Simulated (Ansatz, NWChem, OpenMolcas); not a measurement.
## A small benchmark: atomisation enthalpy at 298 K

6 molecules with nitrogen; the atomisation enthalpy at 298 K in kJ/mol, computed less measured. Shapes, held fixed at every level: PBE0-D4/def2-TZVP. Thermal terms are harmonic and unscaled (PBE0-D4/def2-TZVP); the spin-orbit lowering of the free atoms is taken from their spectra. Programs: Ansatz 0.2.0, NWChem 7.3.0, OpenMolcas 26.06. A level may come from different programs for different species; with the same settings they agree closely. Measured values: Active Thermochemical Tables, NIST-JANAF tables.

Levels: A = PBE/cc-pVTZ; B = revPBE/cc-pVTZ; C = M06-L/cc-pVTZ.

```tsv
molecule	from tabulated heats	A	B	C
HCN (hydrogen cyanide)	1278	+52	+5	-7
N2O (nitrous oxide)	1112	+167	+93	+38
C2N2 (bisisocyanide)	1766	+164	+65	+45
HOCN (cyanic acid)	1671	+100	+19	+1
NF3 (nitrogen trifluoride)	843	+166	+77	+4
CH3N (methanimine)	1755	+49	-9	-16
```

Task: Sum up the errors.

Result: 
```json
{"level": "PBE/cc-pVTZ", "kind": "GGA", "mean error": "+116.3", "mean absolute error": "116.3", "worst case": "N2O"}
{"level": "revPBE/cc-pVTZ", "kind": "GGA", "mean error": "+41.7", "mean absolute error": "44.7", "worst case": "N2O"}
{"level": "M06-L/cc-pVTZ", "kind": "meta-GGA", "mean error": "+10.8", "mean absolute error": "18.5", "worst case": "C2N2"}
```

On this set M06-L/cc-pVTZ has the smallest mean absolute error and PBE/cc-pVTZ the largest. PBE/cc-pVTZ is too high in 6 of 6; revPBE/cc-pVTZ is too high in 5 of 6; M06-L/cc-pVTZ is too high in 4 of 6. The heats of NF3 come from older tables and can be uncertain by 10 kJ/mol or more. The set is small.
